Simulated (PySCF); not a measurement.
## Broadened absorption spectrum of C5H6

C₅H₆.
InChI=1S/C5H6/c1-3-5-4-2/h3,5H,1-2H2

The calculation used TDDFT B3LYP/def2-SVPD, vertical, gas phase, core orbitals frozen in the response (PySCF). Geometry: GFN2-xTB, one conformer, isolated molecule. Torsions of this conformer, `[CH2:1]=[C:2]=[CH:3][CH:4]=[CH2:5]`: C2–C3–C4–C5 180°.

Each state is given a Gaussian of 0.25 eV full width at half maximum, with ε(max) = 2.175×10⁸ f / Δν̃ (Δν̃ the width in cm⁻¹). The width is an assumption, not a result. The curve ends short of the highest state used, and states not computed would add to its high-energy end.

λ (nm), ε (L mol⁻¹ cm⁻¹) and a bar:
```
    184.9       1009 
    187.0        484 
    189.0        171 
    191.0         81 
    193.0        122 
    195.1        202 
    197.1        231 
    199.1        203 
    201.2        302 
    203.2       1289 
    205.2       5433 ##
    207.2      16868 ######
    209.3      39586 ##############
    211.3      65792 ########################
    213.3      82588 ##############################
    215.4      78829 #############################
    217.4      58341 #####################
    219.4      34088 ############
    221.4      15935 ######
    223.5       5723 ##
    225.5       1768 #
    227.5        459 
    229.5        104 
    231.6         21 
    233.6          5 
    235.6          2 
    237.7          1 
    239.7          1 
    241.7          1 
    243.7          0 
    245.8          0 
    247.8          0 
    249.8          0 
    251.9          0 
    253.9          0 
    255.9          0
```

**Question.** Where are the band maxima, and which computed states make them?

**Answer.** 214 nm (5.79 eV), ε about 84000, made up of S3 (100%); 197 nm (6.30 eV), ε about 230, made up of S4 (100%) (ε in L mol⁻¹ cm⁻¹; maxima over ε = 5, shares over 10%). At its high-energy end, 6.70 eV, the curve is still rising (ε about 970, from S5). The states used: S1 5.22 eV (f 0.0000); S2 5.54 eV (f 0.0002); S3 5.79 eV (f 0.778); S4 6.30 eV (f 0.0021); S5 6.77 eV (f 0.010); S6 6.93 eV (f 0.0017); S7 6.93 eV (f 0.0059); S8 7.30 eV (f 0.128).

**Question.** On this curve, what absorbance would a 10⁻⁴ mol/L sample give at 222 nm over a 1 cm path?

**Answer.** 222 nm is 5.585 eV, where ε is about 12000 L mol⁻¹ cm⁻¹, so A = ε c l ≈ 1.2 (Beer–Lambert, with the gas-phase spectrum and the assumed width).

**Question.** Coming from long wavelengths, where does ε first pass 100 L mol⁻¹ cm⁻¹?

**Answer.** At about 230 nm (5.40 eV), 0.18 eV above S1.

**Question.** What would ε be at 5.79 eV, the highest of these maxima, with half the width (0.125 eV)?

**Answer.** About 167000 L mol⁻¹ cm⁻¹ against 83900, a factor of about 2.00; a lone state at its own centre would give exactly 2.

The run took 12 s on x86-64 server, one thread, no GPU, on a shared host.
